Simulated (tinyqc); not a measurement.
RKS/LDA (PW92) in the sto-3g basis, for H2O, spin multiplicity 1, step by step (part 2 of 2). Computed by tinyqc, a small Python program that keeps every step (integrals from PySCF). Command: `OMP_NUM_THREADS=1 python tinyqc.py 24346 24347 out.jsonl` (the two numbers bound the seeds that draw the settings). One thread of a shared host (Intel(R) Xeon(R) Processor @ 2.60GHz), about 0.6 s of CPU time with the checks.

Geometry (angstrom):
```
atom       x        y       z
O     0.0000   0.0000  0.0000
H     0.0000   0.7690  0.6590
H     0.0000  -0.7690  0.6590
```

## Iteration 2: diagonalisation and new density

extrapolated F (hartree):
```
           1O 1s    1O 2s   1O 2px   1O 2py   1O 2pz    2H 1s    3H 1s
1O 1s   -18.2287  -4.7584   0.0000   0.0000  -0.0202  -0.9606  -0.9606
1O 2s    -4.7584  -1.9519   0.0000   0.0000  -0.1557  -0.7018  -0.7018
1O 2px    0.0000   0.0000  -0.0951   0.0000   0.0000   0.0000   0.0000
1O 2py    0.0000   0.0000   0.0000  -0.2161   0.0000  -0.2229   0.2229
1O 2pz   -0.0202  -0.1557   0.0000   0.0000  -0.1861  -0.2366  -0.2366
2H 1s    -0.9606  -0.7018   0.0000  -0.2229  -0.2366  -0.3721  -0.2709
3H 1s    -0.9606  -0.7018   0.0000   0.2229  -0.2366  -0.2709  -0.3721
```

X:
```
          1O 1s    1O 2s  1O 2px   1O 2py   1O 2pz    2H 1s    3H 1s
1O 1s    1.0240  -0.1405  0.0000   0.0000  -0.0096   0.0207   0.0207
1O 2s   -0.1405   1.2055  0.0000   0.0000   0.0994  -0.2622  -0.2622
1O 2px   0.0000   0.0000  1.0000   0.0000   0.0000   0.0000   0.0000
1O 2py   0.0000   0.0000  0.0000   1.0900   0.0000  -0.2022   0.2022
1O 2pz  -0.0096   0.0994  0.0000   0.0000   1.0539  -0.1426  -0.1426
2H 1s    0.0207  -0.2622  0.0000  -0.2022  -0.1426   1.1762  -0.0872
3H 1s    0.0207  -0.2622  0.0000   0.2022  -0.1426  -0.0872   1.1762
```

D after iteration 1:
```
          1O 1s    1O 2s  1O 2px   1O 2py   1O 2pz    2H 1s    3H 1s
1O 1s    2.1023  -0.4447  0.0000   0.0000   0.1085  -0.0160  -0.0160
1O 2s   -0.4447   2.0617  0.0000   0.0000  -0.5361  -0.1907  -0.1907
1O 2px   0.0000   0.0000  2.0000   0.0000   0.0000   0.0000   0.0000
1O 2py   0.0000   0.0000  0.0000   0.6980   0.0000   0.4677  -0.4677
1O 2pz   0.1085  -0.5361  0.0000   0.0000   0.9398   0.4180   0.4180
2H 1s   -0.0160  -0.1907  0.0000   0.4677   0.4180   0.9272  -0.0920
3H 1s   -0.0160  -0.1907  0.0000  -0.4677   0.4180  -0.0920   0.9272
```

overlap S:
```
         1O 1s   1O 2s  1O 2px   1O 2py  1O 2pz   2H 1s    3H 1s
1O 1s   1.0000  0.2367  0.0000   0.0000  0.0000  0.0473   0.0473
1O 2s   0.2367  1.0000  0.0000   0.0000  0.0000  0.4391   0.4391
1O 2px  0.0000  0.0000  1.0000   0.0000  0.0000  0.0000   0.0000
1O 2py  0.0000  0.0000  0.0000   1.0000  0.0000  0.2836  -0.2836
1O 2pz  0.0000  0.0000  0.0000   0.0000  1.0000  0.2431   0.2431
2H 1s   0.0473  0.4391  0.0000   0.2836  0.2431  1.0000   0.2431
3H 1s   0.0473  0.4391  0.0000  -0.2836  0.2431  0.2431   1.0000
```

Diagonalise F' = X^T F X, C = X C', fill 5 alpha and 5 beta electrons from the bottom; D = 2 C_occ C_occ^T; the new density keeps 0.3 of the old one (damping). Each column has its largest component positive (the first on a tie).

F' = X^T F X (hartree):
```
          1        2        3        4        5        6        7
1  -17.8559  -2.5731   0.0000   0.0000  -0.0385  -0.1349  -0.1349
2   -2.5731  -0.9411   0.0000   0.0000  -0.0289  -0.3111  -0.3111
3    0.0000   0.0000  -0.0951   0.0000   0.0000   0.0000   0.0000
4    0.0000   0.0000   0.0000  -0.0685   0.0000  -0.2516   0.2516
5   -0.0385  -0.0289   0.0000   0.0000  -0.1002  -0.1886  -0.1886
6   -0.1349  -0.3111   0.0000  -0.2516  -0.1886  -0.0318  -0.0802
7   -0.1349  -0.3111   0.0000   0.2516  -0.1886  -0.0802  -0.0318
```

orbital energies (hartree): MO1 -18.2423, MO2 -0.8335, MO3 -0.3707, MO4 -0.2018, MO5 -0.0951, MO6 0.2685, MO7 0.3506

coefficients C:
```
            MO1      MO2      MO3      MO4     MO5      MO6      MO7
1O 1s    0.9923  -0.2304   0.0000   0.1272  0.0000  -0.1233   0.0000
1O 2s    0.0339   0.8093   0.0000  -0.6006  0.0000   0.7769   0.0000
1O 2px   0.0000   0.0000   0.0000   0.0000  1.0000   0.0000   0.0000
1O 2py   0.0000   0.0000   0.6458   0.0000  0.0000   0.0000   0.9235
1O 2pz   0.0050   0.2052   0.0000   0.7461  0.0000   0.7500   0.0000
2H 1s   -0.0078   0.1692   0.4240   0.2736  0.0000  -0.7609  -0.8119
3H 1s   -0.0078   0.1692  -0.4240   0.2736  0.0000  -0.7609   0.8119
```

D after iteration 2:
```
          1O 1s    1O 2s  1O 2px   1O 2py   1O 2pz    2H 1s    3H 1s
1O 1s    2.1063  -0.4544  0.0000   0.0000   0.1062  -0.0214  -0.0214
1O 2s   -0.4544   2.0420  0.0000   0.0000  -0.5554  -0.0959  -0.0959
1O 2px   0.0000   0.0000  2.0000   0.0000   0.0000   0.0000   0.0000
1O 2py   0.0000   0.0000  0.0000   0.7933   0.0000   0.5237  -0.5237
1O 2pz   0.1062  -0.5554  0.0000   0.0000   1.1203   0.4598   0.4598
2H 1s   -0.0214  -0.0959  0.0000   0.5237   0.4598   0.6749  -0.1343
3H 1s   -0.0214  -0.0959  0.0000  -0.5237   0.4598  -0.1343   0.6749
```

## Iteration 17 (converged): orbitals

converged F (hartree):
```
           1O 1s    1O 2s   1O 2px   1O 2py   1O 2pz    2H 1s    3H 1s
1O 1s   -18.1676  -4.7462   0.0000   0.0000  -0.0212  -0.9582  -0.9582
1O 2s    -4.7462  -1.9196   0.0000   0.0000  -0.1607  -0.6934  -0.6934
1O 2px    0.0000   0.0000  -0.0601   0.0000   0.0000   0.0000   0.0000
1O 2py    0.0000   0.0000   0.0000  -0.1877   0.0000  -0.2195   0.2195
1O 2pz   -0.0212  -0.1607   0.0000   0.0000  -0.1529  -0.2347  -0.2347
2H 1s    -0.9582  -0.6934   0.0000  -0.2195  -0.2347  -0.3722  -0.2688
3H 1s    -0.9582  -0.6934   0.0000   0.2195  -0.2347  -0.2688  -0.3722
```

Diagonalise F' = X^T F X, C = X C', fill 5 alpha and 5 beta electrons from the bottom; D = 2 C_occ C_occ^T. Each column has its largest component positive (the first on a tie).

F' = X^T F X (hartree):
```
          1        2        3        4        5        6        7
1  -17.7946  -2.5722   0.0000   0.0000  -0.0392  -0.1344  -0.1344
2   -2.5722  -0.9081   0.0000   0.0000  -0.0322  -0.3086  -0.3086
3    0.0000   0.0000  -0.0601   0.0000   0.0000   0.0000   0.0000
4    0.0000   0.0000   0.0000  -0.0379   0.0000  -0.2524   0.2524
5   -0.0392  -0.0322   0.0000   0.0000  -0.0656  -0.1895  -0.1895
6   -0.1344  -0.3086   0.0000  -0.2524  -0.1895  -0.0358  -0.0796
7   -0.1344  -0.3086   0.0000   0.2524  -0.1895  -0.0796  -0.0358
```

orbital energies (hartree): MO1 -18.1814, MO2 -0.8095, MO3 -0.3563, MO4 -0.1718, MO5 -0.0601, MO6 0.2790, MO7 0.3622

coefficients C:
```
            MO1      MO2      MO3      MO4     MO5      MO6      MO7
1O 1s    0.9923  -0.2273   0.0000   0.1339  0.0000  -0.1224   0.0000
1O 2s    0.0341   0.7918   0.0000  -0.6331  0.0000   0.7690   0.0000
1O 2px   0.0000   0.0000   0.0000   0.0000  1.0000   0.0000   0.0000
1O 2py   0.0000   0.0000   0.6231   0.0000  0.0000   0.0000   0.9390
1O 2pz   0.0051   0.2074   0.0000   0.7224  0.0000   0.7722   0.0000
2H 1s   -0.0078   0.1817   0.4437   0.2917  0.0000  -0.7513  -0.8013
3H 1s   -0.0078   0.1817  -0.4437   0.2917  0.0000  -0.7513   0.8013
```

D after iteration 17:
```
          1O 1s    1O 2s  1O 2px   1O 2py   1O 2pz    2H 1s    3H 1s
1O 1s    2.1084  -0.4618  0.0000   0.0000   0.1094  -0.0200  -0.0200
1O 2s   -0.4618   2.0580  0.0000   0.0000  -0.5861  -0.0821  -0.0821
1O 2px   0.0000   0.0000  2.0000   0.0000   0.0000   0.0000   0.0000
1O 2py   0.0000   0.0000  0.0000   0.7765   0.0000   0.5530  -0.5530
1O 2pz   0.1094  -0.5861  0.0000   0.0000   1.1299   0.4967   0.4967
2H 1s   -0.0200  -0.0821  0.0000   0.5530   0.4967   0.6301  -0.1575
3H 1s   -0.0200  -0.0821  0.0000  -0.5530   0.4967  -0.1575   0.6301
```

## Convergence

Stop when the energy changes by less than 1e-08 hartree and every element of the error matrix X^T (F D S - S D F) X is below 3e-05.

Course of the cycle:
```
iteration  E (hartree)     change  largest element of the error matrix
1           -74.288624          -                             4.34e-01
2           -74.434712  -1.46e-01                             1.71e-01
3           -74.566249  -1.32e-01                             2.16e-02
4           -74.598547  -3.23e-02                             6.19e-03
5           -74.608147  -9.60e-03                             1.75e-03
6           -74.611023  -2.88e-03                             5.31e-04
7           -74.611886  -8.63e-04                             1.58e-04
8           -74.612145  -2.59e-04                             4.73e-05
9           -74.612222  -7.76e-05                             1.42e-05
10          -74.612246  -2.33e-05                             4.26e-06
11          -74.612253  -6.99e-06                             1.28e-06
12          -74.612255  -2.10e-06                             3.83e-07
13          -74.612255  -6.29e-07                             1.15e-07
14          -74.612256  -1.89e-07                             3.45e-08
15          -74.612256  -5.66e-08                             1.04e-08
16          -74.612256  -1.70e-08                             3.11e-09
17          -74.612256  -5.09e-09                             9.32e-10
```

PySCF RKS in the same basis, fine grid = -74.739575 hartree

Converged in 17 iterations. The coarse grid moves the energy by +1.27e-01 hartree.

## Populations, bond orders and dipole

Mulliken: Z minus the diagonal of D S on the atom; Loewdin: the same with S^(1/2) D S^(1/2); Mayer order: 2 sum_s sum (D(s) S)_ij (D(s) S)_ji over the two atoms.

Charges (e):
```
atom  Mulliken  Loewdin
1O     -0.3353  -0.2398
2H      0.1676   0.1199
3H      0.1676   0.1199
```

Mayer bond orders:
```
pair   order
2-1   0.9659
3-1   0.9659
3-2   0.0060
```

dipole moment about the origin, x y z (debye): 0.0000  0.0000  1.7064
